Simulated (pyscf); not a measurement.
F–CH₂–F + Cl atom (Cl•) → F–CH(F)–Cl + H atom (H•), a substitution at C (doublet surface; C–H broken, C–Cl formed). Optimised with ωB97X-D3(BJ)/def2-SVP in PySCF. Correlated levels are frozen-core, on RHF or UHF. ΔMP2 is the change of the MP2 total energy from the triple- to the quadruple-zeta basis. Energies in kcal/mol from the separated reactants.

Small-basis levels: PySCF, no dispersion term, spherical d functions. AM1 to PM7: differences of heats of formation from MOPAC. Open shells are spin-unrestricted. 

| level | barrier | reaction energy |
|---|---|---|
| HF/3-21G | 94.9 | +48.3 |
| HF/6-31G* | 90.7 | +30.9 |
| MP2/6-31G* | 71.5 | +14.8 |
| BP86/6-31G* | 46.9 | +18.3 |
| B3LYP/3-21G | 61.4 | +36.6 |
| B3LYP/LANL2DZ | 71.3 | +41.4 |
| M06-2X/6-31G* | 59.5 | +19.0 |
| B3LYP/def2-SVP | 55.2 | +21.7 |
| AM1 | 49.2 | +27.4 |
| CCSD(T)/def2-TZVPP + ΔMP2(QZVPP) | 61.9 | +21.3 |

Against the last row the barrier runs from -15.0 (BP86/6-31G*) to +33.0 kcal/mol (HF/3-21G). CCSD(T)/def2-TZVPP + ΔMP2(QZVPP) has limits of its own. The same reactants have a lower exit, to HF + F–CH•–Cl (barrier +50.1 kcal/mol at ωB97M-D3(BJ), against +58.5 kcal/mol here). One saddle was located; it need not be the lowest between these sides. The angle at the attacked C is 153°. The CCSD(T) − MP2 part came from Ansatz, without density fitting, on the same reference. A UHF reference is spin-contaminated (<S²> up to 0.86), which harms MP2 most. Left out: the spin-orbit lowering of Cl.
